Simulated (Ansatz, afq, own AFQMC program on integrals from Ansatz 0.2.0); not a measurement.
**NHBr, quartet: AFQMC among the cluster methods**

```yaml
atoms:
  - { symbol: Br, position_ang: [0.0000, 0.0000, -1.5282] }
  - { symbol: H, position_ang: [0.0000, 0.0000, -0.1076] }
  - { symbol: N, position_ang: [0.0000, 0.0000, 1.6358] }
```

Connectivity, by distances: BrH ··· N.

Basis cc-pVTZ. Only valence electrons are correlated. Ansatz 0.2.0 and our own AFQMC program on the same integrals; the CISD trial comes from CCSD amplitudes, and released means the phaseless constraint is let go. Error bars are statistical, one sigma. No spin–orbit coupling.

Determinant: UHF, the one that the program's search chose, which needn't be the lowest solution. The geometry is a point of a scan.

No full CI on the walks' own integrals is used here; CCSDT(Q) serves as the reference and is uncertain by about the last step of the cluster series.

Cautions: no relativity below Rb; no spin-orbit coupling; inner d shell frozen; lower spins were not checked.

* T1 diagnostic: 0.0083
* weight of the determinant in the CISD state: 0.889
* ⟨S²⟩ of the determinant: 3.760
* size of the correlated space: 13 electrons in 72 orbitals

```csv
level,correlation energy (eV)
MP2,-7.4958
CCSD,-8.4195
CCSD(T),-8.6785
```

(1) Estimate where AFQMC with the constraint released lies against CCSD(T) on the same integrals.

(1) 0.86 ± 0.14 kcal/mol below CCSD(T).

Reference: CCSDT(Q), correlation energy -8.711 eV. The released energy is read at 2.40 1/Eh (meV from the phaseless value at times in 1/Eh: -6 ± 4 at 0.24, -5 ± 3 at 0.51, -8 ± 3 at 0.99, -10 ± 4 at 1.62, -11 ± 6 at 2.40).

| level | E − E(reference) (kcal/mol) | share of correlation (%) |
| --- | --- | --- |
| CCSD(T) | 0.75 | 99.63 |
| CCSDT | 0.20 | 99.90 |
| ph-AFQMC/CISD | 0.16 ± 0.10 | 99.92 |
| released AFQMC | -0.10 ± 0.14 | 100.05 |

A walk keeps the symmetry of its determinant, which the program's search chose and which needn't be the lowest solution, so a lower state of the same spin and another symmetry isn't excluded. Released energies are given only where the last usable release times agree within the noise; a slower fall can still hide under it.
